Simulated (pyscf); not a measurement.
Structures and frequencies: ωB97X-D3(BJ)/def2-SVP in PySCF. Correlated levels are frozen-core, on RHF or UHF. ΔMP2 is the change of the MP2 total energy from the triple- to the quadruple-zeta basis.

SMILES: [SH][In]([Cl])[Cl]
```xyz
5

S      0.2461     0.4996     1.0305
In    -1.6500    -0.3744    -0.0606
Cl    -1.7075    -2.5957    -0.7315
Cl    -3.5224     0.9115    -0.5120
H      0.8932    -0.6828     0.9775
```

Task: How much does it cost (ΔH, 298 K, CCSD(T)/def2-TZVPP + ΔMP2(QZVPP)) to split HS–In(Cl)–Cl at its In–S bond into SH• + [Cl–In–Cl]•?

Result: In–S to SH• + [Cl–In–Cl]•: 3.09 eV. The radicals are drawn with the spin at the cut bond; how far it spreads was not checked. The CCSD(T) − MP2 part came from Ansatz, without density fitting, on the same reference. The frozen core leaves the outer d or s,p core shells of the metals and heavy elements correlated in the MP2 and CC values, and def2-TZVPP describes them poorly, which can shift differences by a few kcal/mol. Left out: the spin-orbit lowering of SH. Elements past Kr carry the def2 core potentials, without spin-orbit coupling.
